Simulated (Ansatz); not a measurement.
Input file:

```yaml
crystal:
  periodic: [false, false, false]
  atoms:
    - {symbol: Mg, position_ang: [0.000000, 0.000000, 0.000000]}
    - {symbol: H, position_ang: [3.224164, 0.025431, 0.011227]}
    - {symbol: H, position_ang: [-1.634096, 2.779508, -0.008554]}
    - {symbol: H, position_ang: [-1.590069, -2.804939, -0.002673]}
basis:
  gaussian: {orbitals: "6-31++G**"}
total_charge: -1
magnetization: {spin_polarized: false}
hamiltonian: {xc: {name: B3LYP}}
correlation: {method: ccsd, electrons: outside_noble_gas, diis_vectors: 1}
output: {forces: true}
```

```sh
$ ansatz run in.yaml --threads 1 --pin off --events-out ev --progress --plain --max-ram 2393MiB
```

The program prints:

```
341 factors; integrals over basis functions are off by at most 6.8e-4 eV
mean field evaluation 1: about -5483.6827 eV, gradient 2.0e1 eV
mean field evaluation 2: about -5483.6823 eV, gradient 2.0e1 eV
mean field evaluation 4: about -5487.8108 eV, gradient 6.1e0 eV
mean field evaluation 8: about -5488.0950 eV, gradient 4.5e-1 eV
mean field evaluation 16: about -5488.0968 eV, gradient 6.1e-6 eV
mean field evaluation 32: about -5471.7518 eV, gradient 6.5e0 eV
mean field -5488.09675636 eV, -201.6838358308 hartree, gradient 4.8e-6 eV, S^2 0.000000; 1 other end points of the search recorded, 0 dependent functions left out; unrestricted orbitals would lower it
unrestricted determinant -5472.61555485 eV, -201.1149121687 hartree, S^2 1.3742
5 core orbitals not correlated: weight in the atoms' cores, before any rotation towards them, 1.000 or more for the frozen orbitals, at most 0.000 for the correlated occupied ones
reference -5470.76485499 eV, -201.0469002034 hartree; 3, 3 occupied and 33, 33 virtual orbitals, 341 factors
second order -2.68439203 eV of doubles, -0.37582243 eV of singles
cycle   1  -3.23477228 eV  change   -1.9e-1 eV  update   1.6e-1
cycle   2  -3.55518798 eV  change   -3.2e-1 eV  update   8.3e-2
cycle   3  -3.62848689 eV  change   -7.3e-2 eV  update   5.0e-2
cycle   4  -3.75026855 eV  change   -1.2e-1 eV  update   2.9e-2
cycle   5  -3.75770220 eV  change   -7.4e-3 eV  update   1.8e-2
cycle   6  -3.78736854 eV  change   -3.0e-2 eV  update   1.1e-2
cycle   7  -3.79089950 eV  change   -3.5e-3 eV  update   7.5e-3
cycle   8  -3.80479543 eV  change   -1.4e-2 eV  update   4.9e-3
cycle   9  -3.80468817 eV  change    1.1e-4 eV  update   3.4e-3
cycle  10  -3.80922230 eV  change   -4.5e-3 eV  update   2.0e-3
cycle  11  -3.80900648 eV  change    2.2e-4 eV  update   1.7e-3
cycle  12  -3.81095572 eV  change   -1.9e-3 eV  update   1.2e-3
cycle  13  -3.81071975 eV  change    2.4e-4 eV  update   8.9e-4
cycle  14  -3.81167599 eV  change   -9.6e-4 eV  update   4.8e-4
cycle  15  -3.81149177 eV  change    1.8e-4 eV  update   4.2e-4
cycle  16  -3.81172723 eV  change   -2.4e-4 eV  update   3.0e-4
cycle  17  -3.81160187 eV  change    1.3e-4 eV  update   2.2e-4
cycle  18  -3.81180880 eV  change   -2.1e-4 eV  update   9.5e-5
cycle  19  -3.81176962 eV  change    3.9e-5 eV  update   7.6e-5
cycle  20  -3.81178698 eV  change   -1.7e-5 eV  update   4.5e-5
cycle  21  -3.81176700 eV  change    2.0e-5 eV  update   2.7e-5
cycle  22  -3.81178303 eV  change   -1.6e-5 eV  update   9.0e-6
cycle  23  -3.81178025 eV  change    2.8e-6 eV  update   4.5e-6
cycle  24  -3.81178039 eV  change   -1.4e-7 eV  update   1.5e-6
WARN: the results are in doubt because among natural orbitals full CI differs from the method by -0.147 eV
the calculation of the forces begins
Total energy: -5474.57663538 eV, -201.1869805490 hartree
Atom 0 at     0.000000     0.000000     0.000000 Å, force    -0.000000     0.000000    -0.000000 eV/Å
Atom 1 at     3.224164     0.025431     0.011227 Å, force    -0.992039    -0.007825    -0.003454 eV/Å
Atom 2 at    -1.634096     2.779508    -0.008554 Å, force     0.502793    -0.855224     0.002632 eV/Å
Atom 3 at    -1.590069    -2.804939    -0.002673 Å, force     0.489246     0.863049     0.000822 eV/Å
Dipole moment:     0.000000    -0.000000     0.000000 e Å
In doubt: among natural orbitals full CI differs from the method by -0.147 eV
```

Forces (eV/Å):
```
Mg   0.000  0.000  0.000
H   -0.992 -0.008 -0.003
H    0.503 -0.855  0.003
H    0.489  0.863  0.001
```

The T1 diagnostic is 0.039.

Ran on 1 thread of Arm Neoverse V1, shared host: 2 s wall, 0.16 GiB peak host memory.
